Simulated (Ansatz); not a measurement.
Species: CH₄O, SMILES `CO` (charge 0, multiplicity 1).

Question: Give a relaxed geometry from PBE-D3(BJ)/def2-SVP (Ansatz, a quantum-chemistry and plane-wave program).

Answer: the end point of this relaxation (outside a Z-matrix the atoms follow the SMILES, hydrogens last).
Z-matrix (Å, degrees):
```
C
H 1 1.1092
O 1 1.4108 2 107.45
H 3 0.9735 1 107.39 2 180.00
H 1 1.1183 2 107.04 3 -122.51
H 1 1.1183 2 107.04 5 -114.98
```
